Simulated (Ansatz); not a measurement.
# SiO2: one species, many methods

One table from this session's results is given with a row withheld; the runs are named, their logs left out.

Program: Ansatz 0.2.0, Gaussian basis. Level of theory: functionals in def2-TZVPP, the program's frozen cores in correlated methods. These are calculated values, not measurements.

The runs, in order: LDA (SPW92), PBE-D4, revPBE-D4, BLYP-D4, r2SCAN-D4, B97M-V, PBE0-D4, B3LYP-D4, r2SCANh-D4, r2SCAN0-D4, HSE06-D4, BHLYP-D4, CAM-B3LYP-D4, LC-ωPBE, ωB97X-V, ωB97M-V, B2PLYP, PBE-QIDH; CCSD(T)/def2-SVP; CCSD(T)/def2-TZVPP; CCSD(T)/def2-QZVPP; extrapolation to the limit; RPA on PBE.

**The geometry**

All runs share one geometry, relaxed beforehand with PBE0-D4 in a triple-zeta def2 set.

SMILES `O=[Si]=O`, 3 atoms, charge 0, spin multiplicity 1.

Atoms are counted from 1 here; the program's logs count them from 0.

Bond lengths: O1–Si2 1.506 Å, Si2–O3 1.506 Å. Angles: O1–Si2–O3 180.0°.

The first run:

File in.yaml:

```yaml
crystal:
  periodic: [false, false, false]
  atoms:
    - {symbol: O, position_ang: [0.697730, 1.229600, 0.518761]}
    - {symbol: Si, position_ang: [-0.000009, 0.000000, -0.000001]}
    - {symbol: O, position_ang: [-0.697731, -1.229610, -0.518760]}
basis:
  gaussian: {orbitals: def2-TZVPP}
hamiltonian: {xc: lda}
output: {orbitals: {seedname: orbitals}}
```

The run is started by

```bash
ansatz run in.yaml --threads 2 --pin off --events-out ev --progress --plain --max-ram 32768MiB --backend cpu
```

Steps of the session up to this table: LDA; PBE-D4 (GGA); revPBE-D4 (GGA); BLYP-D4 (GGA); r2SCAN-D4 (meta-GGA); B97M-V (meta-GGA); B3LYP-D4 (hybrid); r2SCANh-D4 (hybrid); r2SCAN0-D4 (hybrid); HSE06-D4 (hybrid); BHLYP-D4 (hybrid); CAM-B3LYP-D4 (range-separated); LC-ωPBE (range-separated); ωB97X-V (range-separated); ωB97M-V (range-separated); B2PLYP (double hybrid); PBE-QIDH (double hybrid).

One table of the session follows, with a row left open; its other results are not shown here.

It belongs to the step «Orbital energies across the functionals». 

| functional | HOMO (eV) | LUMO (eV) | gap (eV) |
| --- | --- | --- | --- |
| LDA (SPW92) | -8.62 | -4.67 | 3.94 |
| PBE-D4 | -8.38 | -4.39 | 3.99 |
| revPBE-D4 | -8.30 | -4.27 | 4.02 |
| BLYP-D4 | -8.25 | -4.34 | 3.91 |
| r2SCAN-D4 | -8.73 | -4.17 | 4.56 |
| B97M-V | ? | ? | ? |
| PBE0-D4 | -9.95 | -3.46 | 6.49 |
| B3LYP-D4 | -9.67 | -3.77 | 5.90 |
| r2SCANh-D4 | -9.31 | -3.83 | 5.49 |
| r2SCAN0-D4 | -10.21 | -3.33 | 6.88 |
| HSE06-D4 | -9.54 | -3.84 | 5.70 |
| BHLYP-D4 | -11.44 | -2.54 | 8.90 |
| CAM-B3LYP-D4 | -11.41 | -2.44 | 8.97 |
| LC-ωPBE | -12.80 | -1.11 | 11.69 |
| ωB97X-V | -12.40 | -1.24 | 11.15 |
| ωB97M-V | -12.32 | -1.43 | 10.89 |

Q: Estimate the row for B97M-V from the others.

As computed: HOMO (eV): -8.70; LUMO (eV): -4.02; gap (eV): 4.69. In the column «HOMO (eV)» it lies between r2SCAN-D4 (-8.73) and LDA (SPW92) (-8.62).
